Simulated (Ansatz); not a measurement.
Predict the output of the script below (Ansatz 0.2.0, Python API).

The script, `basis_n2.py`:
```python
"""How the energy of N2(+) converges with the basis."""

from dataclasses import dataclass
import logging
import sys

import ansatz as az

logging.basicConfig(stream=sys.stdout, format="%(levelname)s:%(name)s:%(message)s")
log = logging.getLogger("run")
log.setLevel(logging.INFO)


@dataclass(frozen=True)
class RunConfig:
    functional: str = "hf"
    net_charge: int = 1


opts = RunConfig()


def main() -> None:
    geometry_ang = [
        ("N", (0.0, 0.0, 0.0)),
        ("N", (0.0, 0.0, 1.41)),
    ]
    mol = az.Crystal.molecule()
    for symbol, xyz in geometry_ang:
        mol = mol.atom(symbol, xyz)

    calc = (
        mol.calculation()
        .functional(opts.functional)
        .charge(opts.net_charge)
        .spin("collinear", total=1)
    )

    energies = {}
    for basis in ["STO-3G", "6-31G", "6-31G*", "def2-SVP", "def2-SVPD", "def2-TZVP", "def2-TZVPP"]:
        r = calc.basis(gaussian=basis).run(threads=1, pin="off").report
        size = r["n_frozen"] + r["n_occupied"][0] + r["n_virtual"][0]
        energies[basis] = (r["reference_energy_ev"] / 27.211386246, r["free_energy_ev"] / 27.211386246)
        log.info(f"{basis:14s} {size:4d} orbitals  reference {energies[basis][0]:14.6f} Ha  total {energies[basis][1]:14.6f} Ha")

    last = energies["def2-TZVPP"][1]
    for basis, (_, total) in energies.items():
        log.info(f"{basis:14s} lies {27.211386 * (total - last):9.4f} eV above def2-TZVPP")


if __name__ == "__main__":
    main()
```

Output of `python basis_n2.py`:
```text
INFO:run:STO-3G           10 orbitals  reference    -107.054361 Ha  total    -107.054361 Ha
INFO:run:6-31G            18 orbitals  reference    -108.305542 Ha  total    -108.305542 Ha
INFO:run:6-31G*           30 orbitals  reference    -108.343150 Ha  total    -108.343150 Ha
INFO:run:def2-SVP         28 orbitals  reference    -108.245494 Ha  total    -108.245494 Ha
INFO:run:def2-SVPD        40 orbitals  reference    -108.250633 Ha  total    -108.250633 Ha
INFO:run:def2-TZVP        62 orbitals  reference    -108.385063 Ha  total    -108.385063 Ha
INFO:run:def2-TZVPP       62 orbitals  reference    -108.385063 Ha  total    -108.385063 Ha
INFO:run:STO-3G         lies   36.2102 eV above def2-TZVPP
INFO:run:6-31G          lies    2.1639 eV above def2-TZVPP
INFO:run:6-31G*         lies    1.1405 eV above def2-TZVPP
INFO:run:def2-SVP       lies    3.7979 eV above def2-TZVPP
INFO:run:def2-SVPD      lies    3.6580 eV above def2-TZVPP
INFO:run:def2-TZVP      lies    0.0000 eV above def2-TZVPP
INFO:run:def2-TZVPP     lies    0.0000 eV above def2-TZVPP
```

Against STO-3G: 6-31G -1251.2 mHa, 6-31G* -1288.8 mHa, def2-SVP -1191.1 mHa, def2-SVPD -1196.3 mHa, def2-TZVP -1330.7 mHa and def2-TZVPP -1330.7 mHa. The last step alone is +0.00 mHa (these two sets differ little on atoms other than hydrogen).

Reading the output:
- The drop along the ladder measures the basis error, and is no property of the molecule.
- The geometry is a force-field or estimated start, not a minimum of this method, and the last set is no limit. Much of the fall in a total is atomic energy, which cancels in bond and reaction energies.
- The species is open-shell (spin multiplicity 2).
- The expectation value of S² is noticeably off S(S+1) in at least one run, so that state is spin-contaminated.
- Totals across families of basis sets mostly measure their core functions.
- The spin state was assumed, and another may lie lower.
- Timing: 5.1 s on 1 thread of Arm Neoverse V1, on a shared host, peak memory 0.15 GiB.

(Lines on the test bed's own set-up are left out of the output.)
